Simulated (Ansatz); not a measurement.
Take a crystal in which Al has been replaced by Sc on all its sites, with the cell rescaled by a rough guess (in some cases also distorted within its space group) and nothing relaxed:

```cif
data_structure
_symmetry_space_group_name_H-M 'P 1'
_symmetry_Int_Tables_number 1
_cell_length_a 5.8570
_cell_length_b 5.8570
_cell_length_c 5.8570
_cell_angle_alpha 60.000
_cell_angle_beta 60.000
_cell_angle_gamma 60.000
_cell_volume 142.07
loop_
_atom_site_label
_atom_site_type_symbol
_atom_site_fract_x
_atom_site_fract_y
_atom_site_fract_z
_atom_site_occupancy
Na1 Na 0.25000 0.25000 0.25000 1
Na2 Na 0.75000 0.75000 0.75000 1
Na3 Na 0.50000 0.50000 0.50000 1
Sc1 Sc 0.00000 0.00000 0.00000 1
```

All numbers below come from DFT PBEsol, scalar-relativistic, plane waves, PAW in Ansatz.

Settings: cutoff 420 eV, Γ-centred mesh 10×10×10 on the computed 4-atom cell, Gaussian smearing of 0.10 eV; no spin polarisation.

(1) What pressure does the cell carry?

(2) Is it a metal on this mesh?

(3) What is its energy against the elements in their standard states?

Spin polarisation was left out, and a magnetic state may lie lower.

## Answers

(1) The pressure is -1.4 GPa (positive in compression), so the cell would contract.

(2) Yes, a band crosses the Fermi level.

(3) +0.496 eV/atom at this unrelaxed geometry, with the elements in the same functional.